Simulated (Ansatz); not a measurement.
1T (CdI2-type) VSe2 (undistorted form, which takes a superstructure on cooling) was calculated with PBEsol (Ansatz, a quantum-chemistry and plane-wave program, PAW).

Input file:

Ansatz 0.2 input:
```yaml
crystal:
  lattice:
    - [3.3579998234, 0.0, 0.0]
    - [-1.6789999117, 2.908113153, 0.0]
    - [0.0, 0.0, 6.107]
  atoms:
    - { symbol: V, position: [0.0, 0.0, 0.0], spin: 2.0 }
    - { symbol: Se, position: [0.3333333333, 0.6666666667, 0.2524131932], spin: 0.0 }
    - { symbol: Se, position: [0.6666666667, 0.3333333333, 0.7475868068], spin: 0.0 }
basis:
  ecutwfc: 520
  ecutrho_ratio: 4
  xc_grid: 2
kpoints:
  mp_grid: { grid: [18, 18, 10] }
hamiltonian:
  xc: pbesol
  dispersion: none
  pseudopotentials: { kind: paw }
scf:
  occupations: { method: fermi_dirac, width: 0.05 }
  convergence: { dr2_threshold: 0.0000000003 }
output:
  forces: true
  stress: true
  eigenvalues: true
magnetization:
  spin_polarized: true
```

Q: How many irreducible k-points, plane waves at Γ does the program set up, and what pressure does the run end with?

A: 330 irreducible k-points, 1619 plane waves at Γ; P = -2.47 GPa, so the cell is stretched on average and its volume would shrink at this level.

The run printed, among other lines:

```
Crystal: 3 atoms, lattice volume = 59.638 Å³
Basis set: ecut = 520 eV, 1619 PW (Γ), exchange–correlation on 50×50×96 points (8 copies of the dense FFT grid, shifted against one another)
Bands: 29, of which v1, the nominal top of the filled ones, is band 23 counted from 1 (22 counted from 0)
Symmetry: 12 space group operations
Space group: P-3m1 (ITA 164), of the structure as read, at distance tolerance 3.9e-5 Å
k-points: 330 of 3240
Initial density: superposition of atomic densities (chi_scale 0.1, normalization cell, long waves kept (reshape's long-wave potential 0.07 eV rms))
Functional: x = pbesol(κ = 0.804, μ = 0.12345679012345678), c = pbesol(β = 0.046)
spin=Collinear: Kerker preconditioning applied to the charge; magnetization (m = ρ↑ − ρ↓) channel mixes plain (no charge-response kernel on spin).
SCF 1 converged in 15 iterations: F = -13735.857828 eV  dr2 = 3.61e-11
SCF converged after 15 iterations
Magnetization: 0.4981 μB (22.7491 up, 22.2509 down)
Free energy (F): -13735.857828 eV
Internal energy: -13735.842065 eV  (E = F + TS)
E sigma→0 (E₀):  -13735.849947 eV
Fermi energy:    10.744354 eV
--- Forces (eV/Å), atoms counted from 1 ---
  atom   1  V     -0.00000000    -0.00000000     0.00000000
  atom   2  Se     0.00000000    -0.00000000     0.00061727
  atom   3  Se    -0.00000000     0.00000000    -0.00061727
--- Stress (GPa, compression-positive) ---
       -3.483385      -0.000000       0.000000
       -0.000000      -3.483385      -0.000000
        0.000000      -0.000000      -0.443087
  P = ⅓ Tr σ = -2.4700 GPa (-24.700 kbar)
```

The PAW data were made under PBE.

The run is spin-polarised with parallel starting moments, which need not be the measured order.

Note: the magnetic order was assumed, not searched for or taken from measurement. Note: moments this small hang on the smearing and the k mesh. Note: the moments ended far under their starting size, a low-moment state that need not be the lowest. Note: cell and atoms aren't relaxed at this level (pressure -2.5 GPa).
